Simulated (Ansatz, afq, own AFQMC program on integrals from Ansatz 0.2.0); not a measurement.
**NH2Br, triplet: AFQMC among the cluster methods**

```csv
atom,x (Å),y (Å),z (Å)
Br,-1.9403,0.2511,0.0000
H,-0.1363,0.2511,0.0000
N,0.9037,0.2511,0.0000
H,1.1728,-0.7532,0.0000
```

Connectivity, by distances: Br ··· NH, 1 bridging H.

Basis cc-pVTZ. Only valence electrons are correlated. AFQMC by an in-house program on the Cholesky factors that Ansatz 0.2.0 writes for its CCSD(T) run. The CISD trial takes its coefficients from CCSD amplitudes. Released means that phaseless walkers are propagated on without the constraint, phases kept. ± is one standard error of the sampling. No spin–orbit coupling.

Determinant: UHF, the one that the program's search chose, which needn't be the lowest solution. The geometry is a point of a scan.

No full CI on the walks' own integrals is used here. The released AFQMC energy serves as the reference, which it does only where one determinant dominates, the energy is flat over the last release times and near the phaseless one (40 meV or 2 meV an electron, half that with transition metals). On small molecules, where full CI could be run and the noise was under 10 meV, such values lay within 10 meV of it in 19 cases of 20, a flattering rate, since the rule was set on those same cases; what remains of the bias isn't in the error bar.

Cautions: no relativity below Rb; no spin-orbit coupling; inner d shell frozen; lower spins were not checked; the released value is read at 1.62 1/Eh, later times being too noisy (meV from the phaseless value at times in 1/Eh: -9 ± 5 at 0.24, -14 ± 4 at 0.51, -11 ± 6 at 0.99, -14 ± 8 at 1.62, -21 ± 13 at 2.40).

```
T1 diagnostic                               : 0.0205
weight of the determinant in the CISD state : 0.866
⟨S²⟩ of the determinant                     : 2.034
size of the correlated space                : 14 electrons in 86 orbitals
```

Reference: AFQMC with the constraint released, correlation energy -10.398 ± 0.008 eV.

```csv
level,E − E(reference) (kJ/mol),share of correlation (%)
HF,1003.3 ± 0.8,0.00
MP2,132.6 ± 0.8,86.79
CCSD,37.6 ± 0.8,96.25
CCSD(T),4.5 ± 0.8,99.55
ph-AFQMC/CISD,1.4 ± 0.9,99.86
```

A walk keeps the symmetry of its determinant, which the program's search chose and which needn't be the lowest solution, so a lower state of the same spin and another symmetry isn't excluded. Released energies are given only where the last usable release times agree within the noise; a slower fall can still hide under it.
